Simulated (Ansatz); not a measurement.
Born–Oppenheimer molecular dynamics of H6OSi2 (9 atoms, charge 0, multiplicity 1). It starts from a relaxed structure.

The calculation used RKS B3LYP/def2-SVP in Ansatz 0.2.0.

```
ensemble                      : NVE (velocity Verlet)
time step                     : 2.5 fs
steps asked                   : 40
starting velocities drawn for : 1500 K
seed                          : 690223
```

First frame:

```xyz
9
Properties=species:S:1:pos:R:3
Si 0.026 0.013 -0.125
O -0.356 -0.169 1.477
Si -1.394 -0.444 2.739
H -2.462 -1.407 2.337
H -0.626 -1.013 3.880
H -2.032 0.834 3.166
H 1.507 -0.011 -0.270
H -0.496 1.313 -0.639
H -0.567 -1.097 -0.929
```

How far do the bonds stretch over the last three quarters of this one trajectory? (Pairs bonded in most of those frames.)


```
  bond  mean (Å)  spread (Å)  shortest  longest
Si1–O2     1.714       0.086      1.54     1.82
Si1–H7     1.491       0.024      1.45     1.53
Si1–H8     1.507       0.067      1.40     1.60
Si1–H9     1.500       0.044      1.43     1.55
O2–Si3     1.709       0.079      1.57     1.80
Si3–H4     1.512       0.055      1.43     1.59
Si3–H5     1.494       0.026      1.46     1.53
Si3–H6     1.515       0.088      1.37     1.63
```

Mean temperature of the second half: 743 K. The conserved energy wandered by up to 11.1 meV per atom (net 5.5 meV per atom), which is poor conservation. Over the second half the temperature averaged 0.50 of the 1500 K drawn at the start: a run that starts near a minimum puts about half its kinetic energy into the potential. A step of 2.5 fs is long for free X–H stretches (periods near 10 fs) and can bias their spread and the temperature. A run of 0.1 ps of so small a system gives no equilibrium averages.

Time of the run: 2.8 min on 1 thread of Arm Neoverse N1 (shared host), peak memory 0.14 GiB.
